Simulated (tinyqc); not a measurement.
Inside a calculation (part 1 of 3). Method: UHF in the sto-3g basis, for BH, spin multiplicity 3. Computed by tinyqc, a small Python program that keeps every step (integrals from PySCF). Settings: charge = 0, multiplicity = 3, basis = sto-3g, energy threshold = 1e-09, iteration cap = 80, orthogonalisation = symmetric, start = atomic densities, DIIS depth = 6, damping = 0.5, method = UHF. Command: `OMP_NUM_THREADS=1 python tinyqc.py 31786 31787 out.jsonl` (the two numbers bound the seeds that draw the settings). One thread of a shared host (Intel(R) Xeon(R) Processor @ 2.60GHz), about 0.1 s of CPU time with the checks. Later iterations appear only in the table of the cycle.

## One-electron integrals

Geometry (angstrom):
```
atom       x       y       z
B     0.0000  0.0000  0.0000
H     0.0000  0.0000  1.1980
```

Basis sto-3g: exponents (1/bohr^2) and contraction coefficients of normalised primitives:
```
element  l (shell)  exponent  coefficient
B            s (1)   48.7911       0.1543
B            s (1)    8.8874       0.5353
B            s (1)    2.4053       0.4446
B            s (2)    2.2370      -0.1000
B            s (2)    0.5198       0.3995
B            s (2)    0.1691       0.7001
B            p (3)    2.2370       0.1559
B            p (3)    0.5198       0.6077
B            p (3)    0.1691       0.3920
H            s (1)    3.4253       0.1543
H            s (1)    0.6239       0.5353
H            s (1)    0.1689       0.4446
```

Overlap, kinetic and nuclear-attraction integrals over the contracted functions; the nuclear repulsion is the sum of Za Zb / Rab.

nuclear repulsion = 2.208586 hartree

overlap S, order 1B 1s, 1B 2s, 1B 2px, 1B 2py, 1B 2pz, 2H 1s:
```
[[1.0000, 0.2693, 0.0000, 0.0000, 0.0000, 0.0653],
 [0.2693, 1.0000, 0.0000, 0.0000, 0.0000, 0.4717],
 [0.0000, 0.0000, 1.0000, 0.0000, 0.0000, 0.0000],
 [0.0000, 0.0000, 0.0000, 1.0000, 0.0000, 0.0000],
 [0.0000, 0.0000, 0.0000, 0.0000, 1.0000, 0.4854],
 [0.0653, 0.4717, 0.0000, 0.0000, 0.4854, 1.0000]]
```

kinetic energy T (hartree), order 1B 1s, 1B 2s, 1B 2px, 1B 2py, 1B 2pz, 2H 1s:
```
[[10.8263, -0.0480, 0.0000, 0.0000, 0.0000, -0.0143],
 [-0.0480, 0.3592, 0.0000, 0.0000, 0.0000, 0.0864],
 [0.0000, 0.0000, 1.1239, 0.0000, 0.0000, 0.0000],
 [0.0000, 0.0000, 0.0000, 1.1239, 0.0000, 0.0000],
 [0.0000, 0.0000, 0.0000, 0.0000, 1.1239, 0.2258],
 [-0.0143, 0.0864, 0.0000, 0.0000, 0.2258, 0.7600]]
```

nuclear attraction V (hartree), order 1B 1s, 1B 2s, 1B 2px, 1B 2py, 1B 2pz, 2H 1s:
```
[[-23.5891, -3.2583, 0.0000, 0.0000, -0.0183, -0.7983],
 [-3.2583, -4.1982, 0.0000, 0.0000, -0.1602, -1.7861],
 [0.0000, 0.0000, -4.1280, 0.0000, 0.0000, 0.0000],
 [0.0000, 0.0000, 0.0000, -4.1280, 0.0000, 0.0000],
 [-0.0183, -0.1602, 0.0000, 0.0000, -4.2479, -1.7695],
 [-0.7983, -1.7861, 0.0000, 0.0000, -1.7695, -3.4042]]
```

core Hamiltonian H = T + V (hartree), order 1B 1s, 1B 2s, 1B 2px, 1B 2py, 1B 2pz, 2H 1s:
```
[[-12.7628, -3.3063, 0.0000, 0.0000, -0.0183, -0.8126],
 [-3.3063, -3.8390, 0.0000, 0.0000, -0.1602, -1.6997],
 [0.0000, 0.0000, -3.0041, 0.0000, 0.0000, 0.0000],
 [0.0000, 0.0000, 0.0000, -3.0041, 0.0000, 0.0000],
 [-0.0183, -0.1602, 0.0000, 0.0000, -3.1240, -1.5436],
 [-0.8126, -1.6997, 0.0000, 0.0000, -1.5436, -2.6441]]
```

## Two-electron integrals

Functions are numbered as in S; the eight-fold symmetry (ij|kl) = (ji|kl) = (kl|ij) leaves the list below.

Two-electron integrals (ij|kl) in chemists' order, unique and non-zero (hartree):
```
(11|11) 2.9235   (21|11) 0.5184   (21|21) 0.1093   (22|11) 0.7442
(22|21) 0.1932   (22|22) 0.5448   (31|31) 0.0203   (32|31) 0.0300
(32|32) 0.1203   (33|11) 0.7425   (33|21) 0.1932   (33|22) 0.5447
(33|33) 0.5868   (41|41) 0.0203   (42|41) 0.0300   (42|42) 0.1203
(43|43) 0.0316   (44|11) 0.7425   (44|21) 0.1932   (44|22) 0.5447
(44|33) 0.5235   (44|44) 0.5868   (51|51) 0.0203   (52|51) 0.0300
(52|52) 0.1203   (53|53) 0.0316   (54|54) 0.0316   (55|11) 0.7425
(55|21) 0.1932   (55|22) 0.5447   (55|33) 0.5235   (55|44) 0.5235
(55|55) 0.5868   (61|11) 0.1254   (61|21) 0.0263   (61|22) 0.0467
(61|33) 0.0465   (61|44) 0.0465   (61|51) 0.0019   (61|52) 0.0035
(61|55) 0.0472   (61|61) 0.0066   (62|11) 0.2825   (62|21) 0.0743
(62|22) 0.2282   (62|33) 0.2219   (62|44) 0.2219   (62|51) 0.0082
(62|52) 0.0484   (62|55) 0.2407   (62|61) 0.0191   (62|62) 0.1280
(63|31) 0.0077   (63|32) 0.0353   (63|53) 0.0092   (63|63) 0.0148
(64|41) 0.0077   (64|42) 0.0353   (64|54) 0.0092   (64|64) 0.0148
(65|11) 0.2570   (65|21) 0.0686   (65|22) 0.2222   (65|33) 0.2103
(65|44) 0.2103   (65|51) 0.0143   (65|52) 0.0787   (65|55) 0.2457
(65|61) 0.0186   (65|62) 0.1463   (65|65) 0.1785   (66|11) 0.4349
(66|21) 0.1166   (66|22) 0.4033   (66|33) 0.3791   (66|44) 0.3791
(66|51) 0.0163   (66|52) 0.1256   (66|55) 0.4513   (66|61) 0.0307
(66|62) 0.2830   (66|65) 0.3525   (66|66) 0.7746
```

## Orthogonalisation

S = U s U^T; symmetric (Loewdin) form X = U s^(-1/2) U^T, so that X^T S X = 1.

eigenvalues of S: [0.3108, 0.7963, 1.0000, 1.0000, 1.1680, 1.7248]

X, order 1B 1s, 1B 2s, 1B 2px, 1B 2py, 1B 2pz, 2H 1s:
```
[[1.0303, -0.1546, 0.0000, 0.0000, -0.0134, 0.0281],
 [-0.1546, 1.1650, 0.0000, 0.0000, 0.1368, -0.3525],
 [0.0000, 0.0000, 1.0000, 0.0000, 0.0000, 0.0000],
 [0.0000, 0.0000, 0.0000, 1.0000, 0.0000, 0.0000],
 [-0.0134, 0.1368, 0.0000, 0.0000, 1.1372, -0.3551],
 [0.0281, -0.3525, 0.0000, 0.0000, -0.3551, 1.2683]]
```

## Starting guess

The start is atomic minimal-basis densities projected into this basis (PySCF's MINAO start) and scaled to the electron count of each spin; this density is not idempotent, so its energy is not variational and may lie below the converged one.

D(alpha) at the start, order 1B 1s, 1B 2s, 1B 2px, 1B 2py, 1B 2pz, 2H 1s:
```
[[1.4518, -0.3697, 0.0000, 0.0000, 0.0135, -0.0281],
 [-0.3697, 1.3806, 0.0000, 0.0000, -0.0424, 0.1032],
 [0.0000, 0.0000, 0.2138, 0.0000, 0.0000, 0.0000],
 [0.0000, 0.0000, 0.0000, 0.2138, 0.0000, 0.0000],
 [0.0135, -0.0424, 0.0000, 0.0000, 0.1887, 0.0324],
 [-0.0281, 0.1032, 0.0000, 0.0000, 0.0324, 0.6252]]
```

D(beta) at the start, order 1B 1s, 1B 2s, 1B 2px, 1B 2py, 1B 2pz, 2H 1s:
```
[[0.7259, -0.1849, 0.0000, 0.0000, 0.0068, -0.0141],
 [-0.1849, 0.6903, 0.0000, 0.0000, -0.0212, 0.0516],
 [0.0000, 0.0000, 0.1069, 0.0000, 0.0000, 0.0000],
 [0.0000, 0.0000, 0.0000, 0.1069, 0.0000, 0.0000],
 [0.0068, -0.0212, 0.0000, 0.0000, 0.0944, 0.0162],
 [-0.0141, 0.0516, 0.0000, 0.0000, 0.0162, 0.3126]]
```

## Iteration 1: building the Fock matrix

J_ij = sum D_kl (ij|kl) with D = D(alpha) + D(beta), K_ij = sum D_kl (ik|jl) for each spin; F = H + J - K(s); E = tr D H + tr D J / 2 - 0.5 sum_s tr D(s) K(s) + E_nn.

Coulomb J (hartree), order 1B 1s, 1B 2s, 1B 2px, 1B 2py, 1B 2pz, 2H 1s:
```
[[8.5291, 1.7232, 0.0000, 0.0000, 0.0161, 0.4194],
 [1.7232, 3.5048, 0.0000, 0.0000, 0.1260, 1.5276],
 [0.0000, 0.0000, 3.4756, 0.0000, 0.0000, 0.0000],
 [0.0000, 0.0000, 0.0000, 3.4756, 0.0000, 0.0000],
 [0.0161, 0.1260, 0.0000, 0.0000, 3.5501, 1.5304],
 [0.4194, 1.5276, 0.0000, 0.0000, 1.5304, 2.8540]]
```

exchange K(alpha) (hartree), order 1B 1s, 1B 2s, 1B 2px, 1B 2py, 1B 2pz, 2H 1s:
```
[[4.0271, 0.7384, 0.0000, 0.0000, 0.0146, 0.1987],
 [0.7384, 0.9682, 0.0000, 0.0000, 0.1024, 0.5648],
 [0.0000, 0.0000, 0.3283, 0.0000, 0.0000, 0.0000],
 [0.0000, 0.0000, 0.0000, 0.3283, 0.0000, 0.0000],
 [0.0146, 0.1024, 0.0000, 0.0000, 0.4406, 0.3708],
 [0.1987, 0.5648, 0.0000, 0.0000, 0.3708, 0.7640]]
```

exchange K(beta) (hartree), order 1B 1s, 1B 2s, 1B 2px, 1B 2py, 1B 2pz, 2H 1s:
```
[[2.0135, 0.3692, 0.0000, 0.0000, 0.0073, 0.0994],
 [0.3692, 0.4841, 0.0000, 0.0000, 0.0512, 0.2824],
 [0.0000, 0.0000, 0.1641, 0.0000, 0.0000, 0.0000],
 [0.0000, 0.0000, 0.0000, 0.1641, 0.0000, 0.0000],
 [0.0073, 0.0512, 0.0000, 0.0000, 0.2203, 0.1854],
 [0.0994, 0.2824, 0.0000, 0.0000, 0.1854, 0.3820]]
```

F(alpha) (hartree), order 1B 1s, 1B 2s, 1B 2px, 1B 2py, 1B 2pz, 2H 1s:
```
[[-8.2608, -2.3214, 0.0000, 0.0000, -0.0169, -0.5920],
 [-2.3214, -1.3024, 0.0000, 0.0000, -0.1365, -0.7369],
 [0.0000, 0.0000, 0.1432, 0.0000, 0.0000, 0.0000],
 [0.0000, 0.0000, 0.0000, 0.1432, 0.0000, 0.0000],
 [-0.0169, -0.1365, 0.0000, 0.0000, -0.0145, -0.3840],
 [-0.5920, -0.7369, 0.0000, 0.0000, -0.3840, -0.5541]]
```

F(beta) (hartree), order 1B 1s, 1B 2s, 1B 2px, 1B 2py, 1B 2pz, 2H 1s:
```
[[-6.2473, -1.9522, 0.0000, 0.0000, -0.0095, -0.4926],
 [-1.9522, -0.8183, 0.0000, 0.0000, -0.0853, -0.4545],
 [0.0000, 0.0000, 0.3074, 0.0000, 0.0000, 0.0000],
 [0.0000, 0.0000, 0.0000, 0.3074, 0.0000, 0.0000],
 [-0.0095, -0.0853, 0.0000, 0.0000, 0.2058, -0.1986],
 [-0.4926, -0.4545, 0.0000, 0.0000, -0.1986, -0.1721]]
```

total energy of this density = -25.208510 hartree

This density is the starting one; it is not idempotent, so its energy is not variational and may lie below the converged one.

## Iteration 1: diagonalisation and new density

Diagonalise F' = X^T F X, C = X C', fill 4 alpha and 2 beta electrons from the bottom; D(s) = C_occ C_occ^T; the new density keeps 0.5 of the old one (damping). Each column has its largest component positive (the first on a tie).

F' = X^T F X (alpha) (hartree):
```
[[-8.0896, -1.1339, 0.0000, 0.0000, -0.0208, -0.0907],
 [-1.1339, -0.6633, 0.0000, 0.0000, 0.0863, -0.4943],
 [0.0000, 0.0000, 0.1432, 0.0000, 0.0000, 0.0000],
 [0.0000, 0.0000, 0.0000, 0.1432, 0.0000, 0.0000],
 [-0.0208, 0.0863, 0.0000, 0.0000, 0.2282, -0.4441],
 [-0.0907, -0.4943, 0.0000, 0.0000, -0.4441, -0.0869]]
```

orbital energies (alpha) (hartree): [-8.2622, -0.8387, -0.1688, 0.1432, 0.1432, 0.6581]

coefficients C (alpha), order 1B 1s, 1B 2s, 1B 2px, 1B 2py, 1B 2pz, 2H 1s:
```
[[0.9962, -0.2365, -0.1599, 0.0000, 0.0000, 0.1121],
 [0.0138, 0.7293, 0.7208, 0.0000, 0.0000, -0.6874],
 [0.0000, 0.0000, 0.0000, 0.8074, -0.5900, 0.0000],
 [0.0000, 0.0000, 0.0000, 0.5900, 0.8074, 0.0000],
 [0.0022, 0.1042, -0.5186, 0.0000, 0.0000, -1.0763],
 [0.0001, 0.4196, -0.5819, 0.0000, 0.0000, 1.1598]]
```

F' = X^T F X (beta) (hartree):
```
[[-6.0545, -1.1051, 0.0000, 0.0000, -0.0267, -0.0599],
 [-1.1051, -0.2624, 0.0000, 0.0000, 0.0958, -0.3871],
 [0.0000, 0.0000, 0.3074, 0.0000, 0.0000, 0.0000],
 [0.0000, 0.0000, 0.0000, 0.3074, 0.0000, 0.0000],
 [-0.0267, 0.0958, 0.0000, 0.0000, 0.4088, -0.3764],
 [-0.0599, -0.3871, 0.0000, 0.0000, -0.3764, 0.2101]]
```

orbital energies (beta) (hartree): [-6.2608, -0.3473, 0.0964, 0.3074, 0.3074, 0.8136]

coefficients C (beta), order 1B 1s, 1B 2s, 1B 2px, 1B 2py, 1B 2pz, 2H 1s:
```
[[0.9852, -0.2497, -0.1879, 0.0000, 0.0000, 0.1349],
 [0.0538, 0.6734, 0.7308, 0.0000, 0.0000, -0.7306],
 [0.0000, 0.0000, 0.0000, 0.9330, -0.3598, 0.0000],
 [0.0000, 0.0000, 0.0000, 0.3598, 0.9330, 0.0000],
 [0.0074, 0.1250, -0.5624, 0.0000, 0.0000, -1.0518],
 [-0.0120, 0.4688, -0.4975, 0.0000, 0.0000, 1.1800]]
```

D(alpha) after iteration 1, order 1B 1s, 1B 2s, 1B 2px, 1B 2py, 1B 2pz, 2H 1s:
```
[[1.2629, -0.3219, 0.0000, 0.0000, 0.0370, -0.0171],
 [-0.3219, 1.2161, 0.0000, 0.0000, -0.1701, -0.0051],
 [0.0000, 0.0000, 0.4329, 0.2382, 0.0000, 0.0000],
 [0.0000, 0.0000, 0.2382, 0.2810, 0.0000, 0.0000],
 [0.0370, -0.1701, 0.0000, 0.0000, 0.2343, 0.1889],
 [-0.0171, -0.0051, 0.0000, 0.0000, 0.1889, 0.5699]]
```

D(beta) after iteration 1, order 1B 1s, 1B 2s, 1B 2px, 1B 2py, 1B 2pz, 2H 1s:
```
[[0.8794, -0.1500, 0.0000, 0.0000, -0.0086, -0.0714],
 [-0.1500, 0.5733, 0.0000, 0.0000, 0.0317, 0.1833],
 [0.0000, 0.0000, 0.0535, 0.0000, 0.0000, 0.0000],
 [0.0000, 0.0000, 0.0000, 0.0535, 0.0000, 0.0000],
 [-0.0086, 0.0317, 0.0000, 0.0000, 0.0550, 0.0373],
 [-0.0714, 0.1833, 0.0000, 0.0000, 0.0373, 0.2662]]
```

Within a degenerate level the vectors are fixed only up to a rotation; this is one choice.

## Iteration 2: building the Fock matrix

As before.

Coulomb J (hartree), order 1B 1s, 1B 2s, 1B 2px, 1B 2py, 1B 2pz, 2H 1s:
```
[[8.4881, 1.7180, 0.0000, 0.0000, 0.0156, 0.4180],
 [1.7180, 3.5024, 0.0000, 0.0000, 0.1257, 1.5273],
 [0.0000, 0.0000, 3.4778, 0.0151, 0.0000, 0.0000],
 [0.0000, 0.0000, 0.0151, 3.4682, 0.0000, 0.0000],
 [0.0156, 0.1257, 0.0000, 0.0000, 3.5483, 1.5305],
 [0.4180, 1.5273, 0.0000, 0.0000, 1.5305, 2.8536]]
```

exchange K(alpha) (hartree), order 1B 1s, 1B 2s, 1B 2px, 1B 2py, 1B 2pz, 2H 1s:
```
[[3.5103, 0.6505, 0.0000, 0.0000, 0.0077, 0.1706],
 [0.6505, 0.8767, 0.0000, 0.0000, 0.0361, 0.4798],
 [0.0000, 0.0000, 0.4342, 0.1322, 0.0000, 0.0000],
 [0.0000, 0.0000, 0.1322, 0.3499, 0.0000, 0.0000],
 [0.0077, 0.0361, 0.0000, 0.0000, 0.5059, 0.3875],
 [0.1706, 0.4798, 0.0000, 0.0000, 0.3875, 0.7264]]
```

exchange K(beta) (hartree), order 1B 1s, 1B 2s, 1B 2px, 1B 2py, 1B 2pz, 2H 1s:
```
[[2.4751, 0.4491, 0.0000, 0.0000, 0.0025, 0.1113],
 [0.4491, 0.4807, 0.0000, 0.0000, 0.1141, 0.3251],
 [0.0000, 0.0000, 0.1291, 0.0000, 0.0000, 0.0000],
 [0.0000, 0.0000, 0.0000, 0.1291, 0.0000, 0.0000],
 [0.0025, 0.1141, 0.0000, 0.0000, 0.2062, 0.2165],
 [0.1113, 0.3251, 0.0000, 0.0000, 0.2165, 0.4257]]
```

F(alpha) (hartree), order 1B 1s, 1B 2s, 1B 2px, 1B 2py, 1B 2pz, 2H 1s:
```
[[-7.7850, -2.2388, 0.0000, 0.0000, -0.0104, -0.5652],
 [-2.2388, -1.2133, 0.0000, 0.0000, -0.0706, -0.6522],
 [0.0000, 0.0000, 0.0395, -0.1172, 0.0000, 0.0000],
 [0.0000, 0.0000, -0.1172, 0.1142, 0.0000, 0.0000],
 [-0.0104, -0.0706, 0.0000, 0.0000, -0.0817, -0.4006],
 [-0.5652, -0.6522, 0.0000, 0.0000, -0.4006, -0.5169]]
```

F(beta) (hartree), order 1B 1s, 1B 2s, 1B 2px, 1B 2py, 1B 2pz, 2H 1s:
```
[[-6.7497, -2.0374, 0.0000, 0.0000, -0.0053, -0.5058],
 [-2.0374, -0.8173, 0.0000, 0.0000, -0.1486, -0.4975],
 [0.0000, 0.0000, 0.3446, 0.0151, 0.0000, 0.0000],
 [0.0000, 0.0000, 0.0151, 0.3350, 0.0000, 0.0000],
 [-0.0053, -0.1486, 0.0000, 0.0000, 0.2181, -0.2296],
 [-0.5058, -0.4975, 0.0000, 0.0000, -0.2296, -0.2163]]
```

total energy of this density = -24.799198 hartree

This density is a damped mixture and is not idempotent, and it still holds part of the atomic start, so its energy may lie below the converged one.

## Iteration 2: DIIS over 2 matrices

error matrix X^T (FDS - SDF) X (alpha):
```
[[0.0000, -0.0548, 0.0000, 0.0000, -0.0357, -0.1976],
 [0.0548, 0.0000, 0.0000, 0.0000, -0.0105, 0.0180],
 [0.0000, 0.0000, 0.0000, 0.0000, 0.0000, 0.0000],
 [0.0000, 0.0000, 0.0000, 0.0000, 0.0000, 0.0000],
 [0.0357, 0.0105, 0.0000, 0.0000, 0.0000, -0.0498],
 [0.1976, -0.0180, 0.0000, 0.0000, 0.0498, 0.0000]]
```

B (overlaps of the stored error matrices):
```
[[4.3780327e-01, 2.1953526e-01],
 [2.1953526e-01, 1.1856609e-01]]
```

Minimise |sum c_i e_i|^2 with sum c_i = 1: solve [B -1; -1 0][c; lambda] = [0; -1] with B_ij = tr e_i^T e_j summed over both spins, and take F = sum c_i F_i.

DIIS coefficients: [-0.8608, 1.8608]

extrapolated F(alpha) (hartree), order 1B 1s, 1B 2s, 1B 2px, 1B 2py, 1B 2pz, 2H 1s:
```
[[-7.3754, -2.1678, 0.0000, 0.0000, -0.0049, -0.5422],
 [-2.1678, -1.1365, 0.0000, 0.0000, -0.0139, -0.5793],
 [0.0000, 0.0000, -0.0498, -0.2180, 0.0000, 0.0000],
 [0.0000, 0.0000, -0.2180, 0.0893, 0.0000, 0.0000],
 [-0.0049, -0.0139, 0.0000, 0.0000, -0.1395, -0.4150],
 [-0.5422, -0.5793, 0.0000, 0.0000, -0.4150, -0.4849]]
```

extrapolated F(beta) (hartree), order 1B 1s, 1B 2s, 1B 2px, 1B 2py, 1B 2pz, 2H 1s:
```
[[-7.1823, -2.1108, 0.0000, 0.0000, -0.0016, -0.5172],
 [-2.1108, -0.8165, 0.0000, 0.0000, -0.2031, -0.5346],
 [0.0000, 0.0000, 0.3767, 0.0280, 0.0000, 0.0000],
 [0.0000, 0.0000, 0.0280, 0.3588, 0.0000, 0.0000],
 [-0.0016, -0.2031, 0.0000, 0.0000, 0.2287, -0.2563],
 [-0.5172, -0.5346, 0.0000, 0.0000, -0.2563, -0.2542]]
```

## Iteration 2: diagonalisation and new density

As before.

F' = X^T F X (alpha) (hartree):
```
[[-7.1929, -1.1247, 0.0000, 0.0000, -0.0312, -0.0742],
 [-1.1247, -0.5485, 0.0000, 0.0000, 0.2048, -0.4008],
 [0.0000, 0.0000, -0.0498, -0.2180, 0.0000, 0.0000],
 [0.0000, 0.0000, -0.2180, 0.0893, 0.0000, 0.0000],
 [-0.0312, 0.2048, 0.0000, 0.0000, 0.1258, -0.4894],
 [-0.0742, -0.4008, 0.0000, 0.0000, -0.4894, -0.0520]]
```

orbital energies (alpha) (hartree): [-7.3808, -0.6431, -0.3375, -0.2091, 0.2486, 0.6938]

coefficients C (alpha), order 1B 1s, 1B 2s, 1B 2px, 1B 2py, 1B 2pz, 2H 1s:
```
[[0.9916, -0.2310, -0.1800, 0.0000, 0.0000, 0.1324],
 [0.0314, 0.6566, 0.7327, 0.0000, 0.0000, -0.7451],
 [0.0000, 0.0000, 0.0000, 0.8074, -0.5900, 0.0000],
 [0.0000, 0.0000, 0.0000, 0.5900, 0.8074, 0.0000],
 [0.0034, 0.1159, -0.5682, 0.0000, 0.0000, -1.0498],
 [-0.0061, 0.4899, -0.4850, 0.0000, 0.0000, 1.1767]]
```

F' = X^T F X (beta) (hartree):
```
[[-6.9980, -1.1428, 0.0000, 0.0000, -0.0036, -0.0555],
 [-1.1428, -0.2042, 0.0000, 0.0000, -0.0050, -0.4477],
 [0.0000, 0.0000, 0.3767, 0.0280, 0.0000, 0.0000],
 [0.0000, 0.0000, 0.0280, 0.3588, 0.0000, 0.0000],
 [-0.0036, -0.0050, 0.0000, 0.0000, 0.4457, -0.4103],
 [-0.0555, -0.4477, 0.0000, 0.0000, -0.4103, 0.1757]]
```

orbital energies (beta) (hartree): [-7.1874, -0.4484, 0.2241, 0.3383, 0.3972, 0.8309]

coefficients C (beta), order 1B 1s, 1B 2s, 1B 2px, 1B 2py, 1B 2pz, 2H 1s:
```
[[0.9918, -0.2133, -0.2058, 0.0000, 0.0000, 0.1221],
 [0.0310, 0.5988, 0.8148, 0.0000, 0.0000, -0.7076],
 [0.0000, 0.0000, 0.0000, -0.5900, 0.8074, 0.0000],
 [0.0000, 0.0000, 0.0000, 0.8074, 0.5900, 0.0000],
 [0.0046, 0.2077, -0.5279, 0.0000, 0.0000, -1.0566],
 [-0.0080, 0.5013, -0.4590, 0.0000, 0.0000, 1.1823]]
```

D(alpha) after iteration 2, order 1B 1s, 1B 2s, 1B 2px, 1B 2py, 1B 2pz, 2H 1s:
```
[[1.1659, -0.2871, 0.0000, 0.0000, 0.0579, -0.0245],
 [-0.2871, 1.0925, 0.0000, 0.0000, -0.2551, -0.0195],
 [0.0000, 0.0000, 0.5424, 0.3573, 0.0000, 0.0000],
 [0.0000, 0.0000, 0.3573, 0.3145, 0.0000, 0.0000],
 [0.0579, -0.2551, 0.0000, 0.0000, 0.2853, 0.2606],
 [-0.0245, -0.0195, 0.0000, 0.0000, 0.2606, 0.5226]]
```

D(beta) after iteration 2, order 1B 1s, 1B 2s, 1B 2px, 1B 2py, 1B 2pz, 2H 1s:
```
[[0.9543, -0.1235, 0.0000, 0.0000, -0.0242, -0.0932],
 [-0.1235, 0.4664, 0.0000, 0.0000, 0.0781, 0.2416],
 [0.0000, 0.0000, 0.0267, 0.0000, 0.0000, 0.0000],
 [0.0000, 0.0000, 0.0000, 0.0267, 0.0000, 0.0000],
 [-0.0242, 0.0781, 0.0000, 0.0000, 0.0491, 0.0707],
 [-0.0932, 0.2416, 0.0000, 0.0000, 0.0707, 0.2588]]
```

## Iteration 3: building the Fock matrix

As before.

Coulomb J (hartree), order 1B 1s, 1B 2s, 1B 2px, 1B 2py, 1B 2pz, 2H 1s:
```
[[8.4632, 1.7144, 0.0000, 0.0000, 0.0162, 0.4173],
 [1.7144, 3.4993, 0.0000, 0.0000, 0.1304, 1.5300],
 [0.0000, 0.0000, 3.4755, 0.0226, 0.0000, 0.0000],
 [0.0000, 0.0000, 0.0226, 3.4611, 0.0000, 0.0000],
 [0.0162, 0.1304, 0.0000, 0.0000, 3.5487, 1.5360],
 [0.4173, 1.5300, 0.0000, 0.0000, 1.5360, 2.8648]]
```

exchange K(alpha) (hartree), order 1B 1s, 1B 2s, 1B 2px, 1B 2py, 1B 2pz, 2H 1s:
```
[[3.2506, 0.6077, 0.0000, 0.0000, 0.0052, 0.1566],
 [0.6077, 0.8287, 0.0000, 0.0000, -0.0042, 0.4382],
 [0.0000, 0.0000, 0.4859, 0.1983, 0.0000, 0.0000],
 [0.0000, 0.0000, 0.1983, 0.3594, 0.0000, 0.0000],
 [0.0052, -0.0042, 0.0000, 0.0000, 0.5499, 0.3941],
 [0.1566, 0.4382, 0.0000, 0.0000, 0.3941, 0.7037]]
```

exchange K(beta) (hartree), order 1B 1s, 1B 2s, 1B 2px, 1B 2py, 1B 2pz, 2H 1s:
```
[[2.7063, 0.4887, 0.0000, 0.0000, 0.0014, 0.1192],
 [0.4887, 0.4594, 0.0000, 0.0000, 0.1652, 0.3500],
 [0.0000, 0.0000, 0.1069, 0.0000, 0.0000, 0.0000],
 [0.0000, 0.0000, 0.0000, 0.1069, 0.0000, 0.0000],
 [0.0014, 0.1652, 0.0000, 0.0000, 0.2149, 0.2572],
 [0.1192, 0.3500, 0.0000, 0.0000, 0.2572, 0.4741]]
```

F(alpha) (hartree), order 1B 1s, 1B 2s, 1B 2px, 1B 2py, 1B 2pz, 2H 1s:
```
[[-7.5502, -2.1996, 0.0000, 0.0000, -0.0074, -0.5519],
 [-2.1996, -1.1684, 0.0000, 0.0000, -0.0256, -0.6079],
 [0.0000, 0.0000, -0.0145, -0.1757, 0.0000, 0.0000],
 [0.0000, 0.0000, -0.1757, 0.0976, 0.0000, 0.0000],
 [-0.0074, -0.0256, 0.0000, 0.0000, -0.1253, -0.4017],
 [-0.5519, -0.6079, 0.0000, 0.0000, -0.4017, -0.4830]]
```

F(beta) (hartree), order 1B 1s, 1B 2s, 1B 2px, 1B 2py, 1B 2pz, 2H 1s:
```
[[-7.0059, -2.0806, 0.0000, 0.0000, -0.0036, -0.5145],
 [-2.0806, -0.7991, 0.0000, 0.0000, -0.1950, -0.5196],
 [0.0000, 0.0000, 0.3645, 0.0226, 0.0000, 0.0000],
 [0.0000, 0.0000, 0.0226, 0.3501, 0.0000, 0.0000],
 [-0.0036, -0.1950, 0.0000, 0.0000, 0.2098, -0.2648],
 [-0.5145, -0.5196, 0.0000, 0.0000, -0.2648, -0.2534]]
```

total energy of this density = -24.723027 hartree

This density is a damped mixture and is not idempotent, and it still holds part of the atomic start, so its energy may lie below the converged one.
